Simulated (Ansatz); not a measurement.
Two isomers of C3H5NO: A = `NC1CC1=O`, B = `CC1(O)C=N1`.

Calculated with Ansatz (gas phase, PBE0-D4/def2-TZVP geometries, no zero-point term in ΔE). CBS: MP2 limit from def2 TZ/QZ plus the TZ coupled-cluster correction, frozen cores. Functionals use def2-TZVPP. B3LYP here is the variant with VWN-RPA as its local correlation; programs differ in this. One conformer a species, not always the lowest.

Task: Which isomer does CCSD(T)/CBS put lower? Give the gap. (Estimate.)

Result: The calculation gave: B, by 7.2 kJ/mol.

Task: Give E(B) − E(A) in kJ/mol with LDA (SPW92), B3LYP, B3LYP-D4, HF/def2-TZVPP, CCSD/def2-TZVPP, CCSD(T)/def2-SVP, B2PLYP. (Estimate.)

Result: Computed: LDA (SPW92) 14.2, B3LYP 9.5, B3LYP-D4 8.6, HF/def2-TZVPP 3.9, CCSD/def2-TZVPP -3.7, CCSD(T)/def2-SVP -4.3, B2PLYP 2.7. The order is the other way round with LDA (SPW92), B3LYP, B3LYP-D4, HF/def2-TZVPP, B2PLYP.

Task: Does the order hold for the free energy at 298.15 K (harmonic terms from PBE0-D4)? (An estimate is asked.)

Result: Ansatz gave: Yes: G(B) − G(A) = -8.2 kJ/mol, for one conformer each.

Largest T1 diagnostic: 0.014.

Leaving LDA and LC-ωPBE aside and taking each functional with its dispersion term where it has one, the values, not all of them listed here, spread over 11.6 kJ/mol, from ωB97M-V to PBE-D4. From BLYP to BHLYP (50 % exact exchange), in def2-TZVPP and without D4, E(B) − E(A) moves by −4.3 kJ/mol.
